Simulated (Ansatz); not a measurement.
Basis-set extrapolation for `Cc1cccc(O)c1` (PBE0-D4/def2-TZVP geometry, frozen core, Ansatz 0.2.0). Multiplicity 1, RHF reference.

|  | def2-TZVPP | def2-QZVPP |
| --- | --- | --- |
| HF | -344.731504 | -344.746354 |
| MP2 correlation | -1.356640 | -1.446718 |
| CCSD(T) correlation | -1.455938 | not run |

Energies in hartree. Use E(X) = E(∞) + A·exp(−7.88·√X) for Hartree–Fock and E(X) = E(∞) + B·X^(−2.97) for correlation, with X = 3 and 4, and add CCSD(T) minus MP2 of the smaller set to the MP2 limit.

**Question.** What is the CCSD(T) energy at the basis-set limit?

**Answer.** HF limit: -344.746354 + (-0.014850) × 0.13774 = -344.74840. MP2 limit: -1.446718 + (-0.090078) × 0.74074 = -1.51344. Higher-order term: -1.455938 − (-1.356640) = -0.09930. Total: -346.36114 hartree, 456.0 kJ/mol below CCSD(T)/def2-TZVPP.
